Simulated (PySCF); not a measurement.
Basis set benchmark on one molecule

Molecule: Furan, C4H4O.

Numbering as in the mapped SMILES `[cH:1]1[cH:2][cH:3][o:4][cH:5]1`. Each H is labelled by its parent atom.

Geometry PBE0-D3(BJ)/def2-SVP throughout; GIAO in PySCF, gas phase, one conformer, non-relativistic; equivalent atoms averaged; functional PBE0.

Reference values (measured; gas; G. L. Stoychev, PhD thesis, Univ. Bonn 2021 (Stoychev, Auer, Izsak, Neese, JCTC 2018, 14, 619)): σ(O4) = 50.3 ppm.

How do the basis sets STO-3G, 6-31G, pcSseg-0, 6-31G*, def2-SVP, cc-pVDZ, pcSseg-1, aug-cc-pVDZ, 6-311+G(2d,p), def2-TZVP, cc-pVTZ, IGLO-III, pcSseg-2 perform against the reference? Times are CPU seconds on shared hosts with different chips, so compare them loosely.

Results:


```
    basis set  functions     O4  abs. error O  core-s
       STO-3G         29  159.0         108.7     1.6
        6-31G         53   47.7           2.6     3.1
     pcSseg-0         53   18.8          31.5     2.5
       6-31G*         78   63.3          13.0     4.5
     def2-SVP         90   54.1           3.8     4.9
      cc-pVDZ         90   53.9           3.6     4.2
     pcSseg-1        105   27.6          22.7       5
  aug-cc-pVDZ        151   55.4           5.1     8.7
6-311+G(2d,p)        159   33.2          17.1      11
    def2-TZVP        179   30.0          20.3      14
      cc-pVTZ        206   33.1          17.2      13
     IGLO-III        215   25.6          24.7      13
     pcSseg-2        236   23.9          26.4      23
```

For ¹⁷O the closest is 6-31G (2.6 ppm) and the furthest STO-3G (108.7 ppm). Where a smaller basis beats a larger one, errors probably cancel; the largest sets show where the functional converges. One molecule is a small sample, and vibrational effects are absent from the calculation.

A small basis that lands close on one nucleus may do so by chance; judge by the trend and by all nuclei.
